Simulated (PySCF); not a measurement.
## `Clc1ncn[nH]1`: 4 charge schemes on one density

Compound: C₂H₂ClN₃.
Atom-mapped SMILES: `[Cl:1][c:2]1[n:3][cH:4][n:5][nH:6]1` (hydrogens: H7 on C4; H8 on N6)

Density: PBE0/pcSseg-1 (PySCF); schemes: Mulliken, IAO, Hirshfeld and ESP-fitted. Geometry: PBE0-D3(BJ)/def2-SVP; no solvent, vibrations or thermal averaging.

At which atom do the 4 schemes differ most?

At C4: from +0.038 (Hirshfeld) to +0.475 e (ESP-fitted), 0.437 e apart.

For which atoms does the sign change between the 4 schemes (beyond +0.03 e in one, beyond −0.03 e in another)?

Cl1 and N6. Atomic charges aren't observables, and each scheme defines them in its own way.

Do the Mulliken, IAO, Hirshfeld and ESP-fitted schemes agree on where the charge is highest?

The schemes don't all agree: Mulliken C2 (+0.401); IAO H8 (+0.313); Hirshfeld H8 (+0.166); ESP-fitted C4 (+0.475).

Give the atomic charges in each scheme.

In e:

| atom | environment | Mulliken | IAO | Hirshfeld | ESP-fitted |
| --- | --- | --- | --- | --- | --- |
| Cl1 | aryl chlorine | -0.038 | +0.034 | +0.009 | -0.037 |
| C2 | aromatic C–Cl carbon | +0.401 | +0.152 | +0.101 | +0.241 |
| N3 | pyridine-type nitrogen | -0.413 | -0.340 | -0.213 | -0.540 |
| C4 | aromatic CH next to a ring nitrogen | +0.185 | +0.050 | +0.038 | +0.475 |
| N5 | pyridine-type nitrogen | -0.221 | -0.245 | -0.149 | -0.525 |
| N6 | pyrrole-type nitrogen | -0.248 | -0.140 | -0.023 | +0.060 |
| H7 | aromatic hydrogen | +0.121 | +0.177 | +0.072 | +0.064 |
| H8 | N–H hydrogen | +0.213 | +0.313 | +0.166 | +0.261 |

Mean size of the charges over all atoms: ESP-fitted 0.275 e, Mulliken 0.230 e, IAO 0.181 e, Hirshfeld 0.096 e. Each set sums to the total charge, 0, to within 0.001 e. The Mulliken scheme counts on each atom the diagonal of the density matrix times the overlap matrix over that atom's basis functions. The IAO scheme counts the electrons in orthogonalised intrinsic atomic orbitals, a minimal basis polarised so that it spans the occupied orbitals exactly.

How closely do the schemes follow one another over all atoms?

Correlation coefficient and root-mean-square difference: IAO with Hirshfeld 0.98, 0.097 e; Mulliken with IAO 0.89, 0.120 e; Mulliken with Hirshfeld 0.89, 0.164 e; Hirshfeld with ESP-fitted 0.87, 0.244 e; Mulliken with ESP-fitted 0.81, 0.200 e; IAO with ESP-fitted 0.80, 0.214 e.

Sum the charges by element, for elements with more than one atom.

```json
{"element": "C", "atoms": "2", "Mulliken": "+0.586", "IAO": "+0.202", "Hirshfeld": "+0.139", "ESP-fitted": "+0.716"}
{"element": "N", "atoms": "3", "Mulliken": "-0.883", "IAO": "-0.726", "Hirshfeld": "-0.385", "ESP-fitted": "-1.005"}
{"element": "H", "atoms": "2", "Mulliken": "+0.335", "IAO": "+0.490", "Hirshfeld": "+0.238", "ESP-fitted": "+0.325"}
```

How many electrons does the ESP-fitted scheme count on N5?

Z − q = 7 − (-0.525) = 7.525.
